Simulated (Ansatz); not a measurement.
**B₂O (triplet): wave-function methods side by side, cc-pVDZ**

An exercise on one series of results from a longer session: the logs are not shown, and one member is left open.

Method: cc-pVDZ, core rule «outside noble gas», up to 3 orbitals frozen; program: Ansatz 0.2.0, Gaussian basis.

Plan: UHF; CCSD(T) on ROHF; CCSD(T) on UHF; BCCD(T) on ROHF; CISD; CCSDT(Q) on ROHF; CCSDT(Q) on UHF.

6 further runs of the same task are left out: 2 for a known fault of the program, 4 set aside as unsound or not needed.

### What is computed

The geometry is a PBE0/def2-TZVP stationary point (not a proven minimum) of the parent state, kept for this charge and spin.

3 atoms, charge 0, spin multiplicity 3.

Atoms are counted from 1 here; the program's logs count them from 0.

Bond lengths: B1–B2 1.789 Å, B2–O3 1.202 Å. Angles: B1–B2–O3 180.0°.

The first run:

Contents of in.yaml:

```yaml
crystal:
  periodic: [false, false, false]
  atoms:
    - {symbol: B, position_ang: [0.000000, 0.000000, 1.593267]}
    - {symbol: B, position_ang: [0.000000, 0.000000, -0.195733]}
    - {symbol: O, position_ang: [0.000000, 0.000000, -1.397533]}
basis:
  gaussian: {orbitals: cc-pVDZ}
magnetization: {spin_polarized: true, initial_magnetization: 2}
hamiltonian: {xc: hf}
output: {orbitals: {seedname: orbitals}}
```

Started as:

```
ansatz run in.yaml --threads 1 --pin off --events-out ev --progress --plain --max-ram 4096MiB --backend cpu
```

Steps of the session up to this table: UHF; CCSD(T) on ROHF; CCSD(T) on UHF; BCCD(T) on ROHF; CISD; CCSDT(Q) on ROHF; CCSDT(Q) on UHF.

One of the session's tables, all rows but one given; the rest of the session is left out.

It belongs to the step «Misses and costs». 

```
   method  from UCCSDT(Q) (kJ/mol)
     ROHF                   +833.5
      UHF                   +829.9
     RMP2                        ?
     UMP2                    +73.8
     CISD                   +100.3
    RCCSD                    +36.2
    UCCSD                    +36.1
 RCCSD(T)                     +6.2
 UCCSD(T)                     +6.2
  BCCD(T)                     +6.0
   RCCSDT                     +3.4
   UCCSDT                     +3.4
RCCSDT(Q)                     +0.7
UCCSDT(Q)                        0
```

Estimate the missing values for RMP2.

The run gave: from UCCSDT(Q) (kJ/mol): +74.3. In the column «from UCCSDT(Q) (kJ/mol)» it lies between UMP2 (+73.8) and CISD (+100.3).

Limits of these values: Restricted and unrestricted rows rest on different reference determinants; where their highest levels disagree by more than a few hundredths of an eV, they describe different states and don't form one ladder.
